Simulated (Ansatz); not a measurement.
Saddle point of CH8SSi, closed shell (CH₆Si ([CH3][SiH3]) + H₂S → CH₆SSi ([CH3][SiH2][SH]) + H₂; bonds formed: Si1–S7, H2–H6; bonds broken: Si1–H2, H6–S7), PBE0-D4/def2-TZVP structure:

| atom | x (Å) | y (Å) | z (Å) |
| --- | --- | --- | --- |
| Si1 | -0.5676 | 0.0758 | -0.4213 |
| H2 | 0.5355 | 1.2103 | -1.1149 |
| H3 | -1.1695 | -1.1234 | -1.0575 |
| H4 | -1.5267 | 1.1519 | -0.8516 |
| C5 | -0.4143 | 0.1795 | 1.4278 |
| H6 | 1.1322 | 0.4914 | -0.9843 |
| S7 | 1.6533 | -1.1303 | -0.5612 |
| H8 | -1.3170 | 0.6194 | 1.8570 |
| H9 | -0.2437 | -0.8099 | 1.8535 |
| H10 | 0.4336 | 0.8130 | 1.7000 |
| H11 | 1.4842 | -1.4780 | -1.8473 |

Energies are electronic, without zero-point energy. Barriers and step energies count from the start structure reached by relaxing down the imaginary mode; all methods use the PBE0-D4 structures, on which another method's saddle can fall below an end. Ansatz 0.2.0; basis: def2-TZVPP, with def2-QZVPP for the basis limit; cores frozen in the correlated methods. B3LYP uses VWN-RPA correlation. Extrapolation: Hartree–Fock as exp(−7.88 √X), correlation as X^−2.97.

| method | barrier (kcal/mol) | step energy (kcal/mol) |
| --- | --- | --- |
| SPW92 | ? | -7.85 |
| PBE-D4 | 39.52 | -9.09 |
| BLYP-D4 | ? | -8.13 |
| r2SCAN-D4 | 42.97 | -9.29 |
| B97M-V | 46.71 | -7.58 |
| PBE0-D4 | 44.10 | -8.65 |
| B3LYP-D4 | 48.31 | -7.65 |
| r2SCAN0-D4 | 46.13 | -8.84 |
| BHLYP-D4 | 53.81 | -7.05 |
| CAM-B3LYP-D4 | 51.58 | -6.50 |
| wB97X-V | 51.25 | -7.62 |
| wB97M-V | 49.51 | -7.96 |
| B2PLYP | ? | -7.47 |
| PBE-QIDH | 48.26 | -8.71 |
| RPA on PBE | 52.80 | -6.14 |
| HF | 68.14 | -4.46 |
| MP2 | 49.72 | -9.44 |
| CCSD | 55.07 | -6.38 |
| CCSD(T) | 52.02 | -7.25 |

(1) Fill in the withheld barriers. (To be estimated.)

T1 diagnostic: at most 0.013.

Answers

(1) Computed: B2PLYP 50.77; BLYP-D4 44.85; SPW92 33.35 kcal/mol. Each is the energy of the saddle less that of the start structure, by the same method.

For comparison, the barrier by CCSD(T) at an estimated basis limit (MP2 extrapolated from triple and quadruple zeta, plus CCSD(T) − MP2 in triple zeta) is 49.88 kcal/mol.

Labels in which every atom is bracketed show which atoms are joined, not bond orders.

For scale, one of the runs: CCSD(T)/def2-TZVPP, 227 basis functions, launched by `ansatz run in.yaml --threads 4 --pin off --events-out ev --progress --plain --max-ram 9574MiB`. Time: 46 s of wall clock on 4 CPU threads of an Arm Neoverse V2; the host was shared. Peak host memory: 3.5 GiB.
